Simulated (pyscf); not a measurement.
This saddle point was located with ωB97X-D3(BJ)/def2-SVP in PySCF.

```xyz
10

Sn    -2.2559     0.2356    -0.2946
O     -0.0567     0.1305     0.0369
B      1.0623    -0.4542    -0.4433
H     -3.1780    -0.5742     0.8808
H     -1.9820    -0.8353    -1.6147
H     -2.8016     1.7243    -0.9056
H      2.1231    -0.2245     0.0947
H      0.9563    -1.1895    -1.4005
F     -1.3169     1.3701     1.3620
H     -0.3371     0.8325     0.8793
```
Charge 0, spin multiplicity 1.

Surface: singlet, charge 0. Lowest wavenumbers (cm⁻¹): 482i, 86, 103, 168, 302.

Task: Which two sides does it connect, and which bonds change?

Result: H₂B–O–SnH₃ (SMILES B[O][SnH3]) + HF (SMILES F) ⇌ F–SnH₃ (SMILES [F][SnH3]) + H₂B–OH (SMILES BO), a four-centre exchange read from left to right: O–Sn, F–H broken and F–Sn, H–O formed. At ωB97M-D3(BJ)/def2-TZVP it lies +7.7 kJ/mol from the left side and +47.4 kJ/mol from the right (each side as separated species at their lowest minima found). On the reactant side the descent ends in a bound adduct, 42.1 kJ/mol under the separated species and 49.3 kJ/mol under the saddle at ωB97X-D3(BJ)/def2-TZVP. On the product side the descent ends in a complex, 29.9 kJ/mol under the separated species and 71.4 kJ/mol under the saddle at ωB97X-D3(BJ)/def2-TZVP. One saddle was located; it need not be the lowest between these sides. Elements past Kr carry the def2 core potentials, without spin-orbit coupling.
